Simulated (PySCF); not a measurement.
Delta-SCF ions had no search for a lower state. 

Cartesian coordinates (Å):
SMILES: [SiH4]
```xyz
5

Si     0.0000     0.0000     0.0000
H     -0.0128     1.0568    -1.0403
H     -0.9993    -1.0414    -0.3409
H      1.3491    -0.6123     0.0661
H     -0.3370     0.5968     1.3151
```
Charge 0, spin multiplicity 1.

**Question.** What HOMO, total energy, dipole moment, LUMO, vertical ionisation energy (Delta-SCF) and HOMO–LUMO gap does r2SCAN-D4/def2-TZVP (PySCF) give?

**Answer.** 
- HOMO = -8.87 eV
- total energy = -291.8536 Ha
- dipole moment = 0.00 D
- LUMO = 0.72 eV
- vertical ionisation energy (Delta-SCF) = 12.31 eV
- HOMO–LUMO gap = 9.58 eV
